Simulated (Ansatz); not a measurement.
`CC(O)Cl` + HCl → `OC(Cl)Cl` + CH₄ at 298.15 K and 1 bar (substitution at a C–C bond).

Isolated molecules relaxed with PBE0-D4/def2-TZVP in Ansatz; ΔE leaves out vibrations. CBS: MP2 limit from def2 TZ/QZ plus the TZ coupled-cluster correction, frozen cores. This one scheme is used for every species. One conformer a species, not always the lowest.

```
   species  CCSD(T)/CBS energy (Eh)  H − E (kJ/mol)  S (J/(mol·K))
 `CC(O)Cl`               -614.06791           203.0          296.8
       HCl               -460.38127            26.6          186.8
`OC(Cl)Cl`              -1033.97530           103.9          298.0
       CH₄                -40.46206           127.4          186.2
```

H − E and S are ideal-gas, rigid-rotor, harmonic terms from PBE0-D4/def2-TZVP, for one conformer and one mirror image of each species. 1 Eh = 2625.50 kJ/mol, R = 8.31446 J/(mol·K).

Task: By hand: ΔE, ΔH, ΔS and ΔG.

Result: ΔE = (-1033.97530) + (-40.46206) − (-614.06791) − (-460.38127) = 0.01182 Eh = 31.0 kJ/mol. Δ(H − E) = 103.9 + 127.4 − 203.0 − 26.6 = 1.7, so ΔH = 32.7 kJ/mol. ΔS = 298.0 + 186.2 − 296.8 − 186.8 = 0.6 J/(mol·K). ΔG = 32.7 − 298.15 × (0.6)/1000 = 32.5 kJ/mol.

Task: By hand: the equilibrium constant, and the temperature at which ΔG would vanish if ΔH and ΔS stayed fixed.

Result: log₁₀ K = −ΔG/(RT ln 10) = -5.7. ΔG = 0 at ΔH/ΔS = 54500 K, far beyond where these terms or the molecules hold.

The number of gas molecules stays the same, so ΔS is small and ΔH decides. A doubt of 5 kJ/mol in ΔE shifts log₁₀ K by 0.9 here. Other conformers and mirror images would add mixing entropy, several J/(mol·K) or more a flexible species. These are equilibria of isolated gas molecules and say nothing of rates. Largest T1 diagnostic: 0.010 (customary marks: 0.02 for closed shells, 0.045 for open ones).
